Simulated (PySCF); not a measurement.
C₄H₅N, SMILES N/C=C\C#C at its PBE/def2-SVP optimised geometry (Å):

```
10

C      1.6839    -0.1328     0.0000
C      0.4526    -0.1328     0.0000
C     -0.9632    -0.0932     0.0252
C     -1.6620     0.8328     0.7594
N     -1.1118     1.7728     1.5860
H      2.7638    -0.1569    -0.0132
H     -1.5306    -0.8328    -0.5599
H     -2.7638     0.8225     0.7339
H     -0.0999     1.9125     1.5378
H     -1.6664     2.5792     1.8644
```

Method: PBE/def2-TZVP (PySCF).

Map of the electron localisation function on the plane z = 1.2 Å:

```
|000000000000000000000000000|
|000000000000000000000000000|
|000000000000000000000000000|
|000000001100000000000000000|
|000000035420000000000000000|
|000000057752111000000000000|
|000000047865576200000000000|
|000000015787898400000000000|
|000010004767998200000000000|
|000588424876894000000000000|
|001899975885210002210000000|
|002999994352000244321000000|
|001899986662002565432100000|
|000378656774124666543210000|
|000011124775223566543210000|
|000000013564222455432100000|
|000000002443111344321000000|
|000000001221000122210000000|
|000000000000000011100000000|
|000000000000000000000000000|
|000000000000000000000000000|
|000000000000000000000000000|
|000000000000000000000000000|
|000000000000000000000000000|
|000000000000000000000000000|
|000000000000000000000000000|
|000000000000000000000000000|
```
Scale: ten equal steps from 0.000 (start of '0') to 0.993 (end of '9'), in the order '0123456789'; x runs from -5.00 to 5.00, y from -5.00 (bottom) to 5.00 (top).
